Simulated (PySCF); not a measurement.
**Magnetic susceptibility: SMILES c1ccccc1, C6H6**

Molfile (atoms numbered from 1):
```
C6H6
     RDKit          3D

 12 12  0  0  0  0  0  0  0  0999 V2000
    0.9625    1.0085   -0.0197 C   0  0  0  0  0  0  0  0  0  0  0  0
    1.3549   -0.3300   -0.0145 C   0  0  0  0  0  0  0  0  0  0  0  0
    0.3920   -1.3388    0.0028 C   0  0  0  0  0  0  0  0  0  0  0  0
   -0.9632   -1.0092    0.0150 C   0  0  0  0  0  0  0  0  0  0  0  0
   -1.3557    0.3292    0.0098 C   0  0  0  0  0  0  0  0  0  0  0  0
   -0.3928    1.3380   -0.0075 C   0  0  0  0  0  0  0  0  0  0  0  0
    1.7168    1.7991   -0.0335 H   0  0  0  0  0  0  0  0  0  0  0  0
    2.4168   -0.5880   -0.0241 H   0  0  0  0  0  0  0  0  0  0  0  0
    0.6992   -2.3876    0.0069 H   0  0  0  0  0  0  0  0  0  0  0  0
   -1.7176   -1.7998    0.0287 H   0  0  0  0  0  0  0  0  0  0  0  0
   -2.4176    0.5873    0.0193 H   0  0  0  0  0  0  0  0  0  0  0  0
   -0.7000    2.3868   -0.0116 H   0  0  0  0  0  0  0  0  0  0  0  0
  1  2  1  0
  2  3  2  0
  3  4  1  0
  4  5  2  0
  5  6  1  0
  6  1  2  0
  1  7  1  0
  2  8  1  0
  3  9  1  0
  4 10  1  0
  5 11  1  0
  6 12  1  0
M  END
```

Method: GIAO B3LYP/3-21G magnetisability, rotational g tensor and spin-rotation constants, non-relativistic, gas phase (PySCF). Geometry: PBE0-D3(BJ)/def2-SVP.

(1) How diamagnetic is it, and how anisotropic?

(2) Split it along the inertial axes a, b, c into diamagnetic and paramagnetic parts about the centre of mass, with the quadrupole moment.

(3) And the rotational g tensor?

Results:

(1) Isotropic -997 × 10⁻³⁰ J/T², or -60.0 × 10⁻⁶ cm³/mol; principal values -1710, -640, -640 × 10⁻³⁰ J/T², anisotropy 1071 × 10⁻³⁰ J/T² (root of half the summed squared differences of the principal values). The susceptibility is in cgs units.

(2) 
```csv
axis,χ (10⁻⁶ cm³/mol),diamagnetic (10⁻⁶ cm³/mol),paramagnetic (10⁻⁶ cm³/mol),summed x² of all electrons (Å²),quadrupole Θ (D Å)
a,-38.5,-290.2,251.6,60.1,+4.35
b,-38.5,-290.2,251.6,60.1,+4.35
c,-103.0,-509.8,406.8,8.3,-8.70
```
Anisotropies 2χaa − χbb − χcc = +64.5 and 2χbb − χaa − χcc = +64.5 × 10⁻⁶ cm³/mol. Θ is traceless in Buckingham's convention.

(3) 
```
axis  rotational constant (GHz)        g  nuclear part  electronic part
   a                     5.6954  -0.0651        0.6082          -0.6733
   b                     5.6942  -0.0651        0.6081          -0.6732
   c                     2.8474  +0.0640        0.6082          -0.5442
```
Oblate top; isotopes 12C, 1H; no vibrational averaging.
